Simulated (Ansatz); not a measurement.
Two isomers of C4H5NS: A = `Cc1cscn1`, B = `Cc1cncs1`.

Calculated with Ansatz (gas phase, PBE0-D4/def2-TZVP geometries, no zero-point term in ΔE). CBS: MP2 limit from def2 TZ/QZ plus the TZ coupled-cluster correction, frozen cores. Functionals use def2-TZVPP. B3LYP here is the variant with VWN-RPA as its local correlation; programs differ in this.

A:

Z-matrix (Å, degrees):
```
C
C 1 1.488
H 1 1.093 2 110.4
H 1 1.093 2 110.4 3 -118.4
H 1 1.090 2 111.3 3 120.8
C 2 1.364 1 126.1 3 -120.8
N 2 1.370 1 119.4 3 59.2
S 6 1.706 2 110.3 1 180.0
H 6 1.079 2 128.2 1 -0.0
C 7 1.295 2 111.0 1 -180.0
H 10 1.082 7 123.9 2 -180.0
```

B:

```xyz
11

C    -0.267    1.751   -0.014
C    -0.124    0.271    0.009
C     1.009   -0.475   -0.121
N     0.862   -1.830   -0.063
C    -0.382   -2.140    0.112
S    -1.452   -0.799    0.216
H     0.713    2.210   -0.156
H    -0.686    2.134    0.920
H    -0.916    2.084   -0.828
H     1.996   -0.053   -0.265
H    -0.751   -3.154    0.190
```

(1) Which isomer does CCSD(T)/CBS put lower? Give the gap. (Estimate.)

(2) Give E(B) − E(A) in kJ/mol with BLYP-D4, LDA (SPW92), CCSD/def2-TZVPP, HF/def2-TZVPP, r2SCAN-D4, PBE-D4, B3LYP-D4. (Best estimate.)

(3) Does the order hold for the free energy at 298.15 K (harmonic terms from PBE0-D4)? (An estimate is asked.)

Largest T1 diagnostic: 0.014.

Answers

(1) The calculation gave: A, by 6.8 kJ/mol.

(2) Computed: BLYP-D4 5.5, LDA (SPW92) 7.1, CCSD/def2-TZVPP 6.8, HF/def2-TZVPP 7.8, r2SCAN-D4 6.8, PBE-D4 5.7, B3LYP-D4 6.1. None reverses the order clearly.

(3) Ansatz gave: Yes: G(B) − G(A) = +7.3 kJ/mol.

Leaving LDA and LC-ωPBE aside and taking each functional with its dispersion term where it has one, the values, not all of them listed here, spread over 2.4 kJ/mol, from revPBE-D4 to B97M-V.
